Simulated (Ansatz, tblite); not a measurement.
# The cluster Sr₂Se: one state, many levels

How do method and basis change the picture of the cluster Sr₂Se (singlet)?

Program: Ansatz 0.2.0, Gaussian basis. Level of theory: as each input shows. These are calculated values, not measurements.

The runs, in order: GFN1-xTB, GFN2-xTB, PBE-D4/def2-TZVP, r2SCAN-D4/def2-TZVP, r2SCAN0-D4/def2-TZVP, r2SCANh-D4/def2-TZVP, B2PLYP/def2-TZVP, BLYP-D4/def2-TZVP, LC-ωPBE/def2-TZVP, PBE-D4/def2-SVP, PBE0-D4/def2-SVP, PBE0-D4/def2-TZVPD, PBE-D4/def2-TZVPD, r2SCAN-D4/def2-TZVPD, CCSD(T)/def2-TZVPP, MP2/def2-TZVP, RPA/def2-TZVP, CCSD(T)/def2-TZVPD.

4 further runs of the same task are left out: 4 set aside as unsound or not needed. Runs told in other sessions of the task aren't counted.

**1. The geometry**

The singlet was relaxed beforehand with r2SCAN-D4/def2-TZVP. At that level it is the lowest of the isomers that a small search found.

3 atoms, charge 0, spin multiplicity 1.

Bond lengths: Sr1–Se3 2.776 Å, Sr2–Se3 2.776 Å. Angles: Sr1–Se3–Sr2 83.0°.

Sr takes a core potential in the def2 sets. No spin-orbit coupling is included.

PBE0-D4/def2-TZVP was run before; its log isn't repeated, and its numbers join the tables.

**2. GFN1-xTB**

Tight binding, by tblite at 300 K electronic temperature and without a spin-polarisation term:

```python
tblite.interface.Calculator('GFN1-xTB', numbers, positions, charge=0, uhf=0).singlepoint()
```

Energy -121.3757 eV, HOMO -7.19 eV, LUMO -6.45 eV; 0.003 s.

**3. GFN2-xTB**

Tight binding, by tblite at 300 K electronic temperature and without a spin-polarisation term:

```python
tblite.interface.Calculator('GFN2-xTB', numbers, positions, charge=0, uhf=0).singlepoint()
```

Energy -115.2994 eV, HOMO -8.25 eV, LUMO -7.81 eV; 0.004 s.

**4. PBE-D4/def2-TZVP**

start.molden holds the orbitals of an earlier run on this state, given as this run's starting guess.

in.yaml reads:

```yaml
crystal:
  periodic: [false, false, false]
  atoms:
    - {symbol: Sr, position_ang: [-1.473190, -1.059598, -0.755557]}
    - {symbol: Sr, position_ang: [1.238531, -0.068780, 1.524844]}
    - {symbol: Se, position_ang: [0.234658, 1.128377, -0.769286]}
basis:
  gaussian: {orbitals: def2-TZVP, initial_orbitals: start.molden}
hamiltonian: {xc: pbe, dispersion: d4}
scf: {omitted_lower_state_checks: [starts]}
output: {forces: true, orbitals: {seedname: orbitals}}
```

Run with:

```
> ansatz run in.yaml --threads 4 --pin off --events-out ev --progress --plain --max-ram 3916MiB
```

After this run come: r2SCAN-D4/def2-TZVP; r2SCAN0-D4/def2-TZVP; r2SCANh-D4/def2-TZVP; B2PLYP/def2-TZVP; BLYP-D4/def2-TZVP; LC-ωPBE/def2-TZVP; PBE-D4/def2-SVP; PBE0-D4/def2-SVP; PBE0-D4/def2-TZVPD; PBE-D4/def2-TZVPD; r2SCAN-D4/def2-TZVPD; CCSD(T)/def2-TZVPP; MP2/def2-TZVP; RPA/def2-TZVP; CCSD(T)/def2-TZVPD.

Q: Predict the results of all the runs planned. Wanted: gap in def2-TZVP, named functionals, smallest and largest; correlation energy, CCSD(T)/def2-TZVPP; correlation energy, MP2/def2-TZVP; correlation energy, CCSD(T)/def2-TZVPD; binding an atom, CCSD(T)/def2-TZVPP; PBE0 total energy, smallest basis above largest.

**Answer**, as computed:

| quantity | value |
| --- | --- |
| gap in def2-TZVP, named functionals, smallest and largest | 0.80 eV (BLYP-D4), 4.16 eV (LC-ωPBE) |
| correlation energy, CCSD(T)/def2-TZVPP | -20.20 eV |
| correlation energy, MP2/def2-TZVP | -16.52 eV |
| correlation energy, CCSD(T)/def2-TZVPD | -17.51 eV |
| binding an atom, CCSD(T)/def2-TZVPP | 1.537 eV |
| PBE0 total energy, smallest basis above largest | 8.54 eV (def2-SVP, def2-TZVPD) |

In words: Orbital gaps of the named functionals in def2-TZVP span 0.80 eV (BLYP-D4) to 4.16 eV (LC-ωPBE); exact exchange widens it. The functionals in def2-TZVP miss CCSD(T)/def2-TZVPP by +0.058 (B2PLYP) to +0.385 eV (r2SCAN-D4) an atom. CCSD(T)/def2-TZVPP isn't at the basis-set limit; small misses against it rank nothing.
